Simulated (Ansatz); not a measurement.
Reaction (SMILES): C=CCl → [CH]=C (CH-CH2) + Cl atom
B3LYP-D3(BJ)/def2-TZVP geometries, fixed; electronic energies without zero-point terms.
Largest species:
```xyz
6

C      0.0112     0.7589    -0.0124
C      1.3049     1.0233     0.0034
Cl    -0.6370    -0.8532     0.0042
H     -0.7591     1.5163    -0.0370
H      2.0529     0.2431     0.0280
H      1.6388     2.0524    -0.0084
```
Charge 0, spin multiplicity 1.

Basis-set convergence of the bond dissociation energy at MP2 with Ansatz (an electronic-structure program). Cartesian d functions, on some or all atoms, in 6-31G*, 6-31G**, 6-31+G*; all else is spherical. Cores are frozen. An unrestricted Hartree-Fock determinant is markedly spin-contaminated. Open shells are unrestricted. No added dispersion term, no relativity. Functions are those of the species that has most. Reference: Hartree-Fock in aug-cc-pV(Q+d)Z plus the correlation part extrapolated as X^-3 from aug-cc-pV(T+d)Z and aug-cc-pV(Q+d)Z, 110.72 kcal/mol, itself unsure by roughly 0.51 kcal/mol (a third of the extrapolation step and of the last Hartree-Fock step).

```tsv
basis	functions	bond dissociation energy (kcal/mol)
def2-SV(P)	52	99.20
6-31G*	55	?
def2-SVP	61	99.24
pcseg-1	61	?
6-31G**	64	100.52
6-31+G*	67	99.29
aug-pcseg-1	100	99.90
pcseg-2	136	?
def2-TZVPP	146	106.40
def2-TZVPD	147	106.39
def2-TZVPPD	176	106.85
6-311++G(3df,3pd)	179	107.15
aug-pcseg-2	211	?
aug-cc-pV(T+d)Z	216	107.25
pcseg-3	283	108.71
def2-QZVPPD	304	108.72
aug-cc-pV(Q+d)Z	387	109.30
aug-pcseg-3	406	109.06
```

Problem. What belongs in the gaps?

Solution. 
- 6-31G*, bond dissociation energy (kcal/mol): 100.48
- pcseg-1, bond dissociation energy (kcal/mol): 97.11
- pcseg-2, bond dissociation energy (kcal/mol): 106.07
- aug-pcseg-2, bond dissociation energy (kcal/mol): 107.37
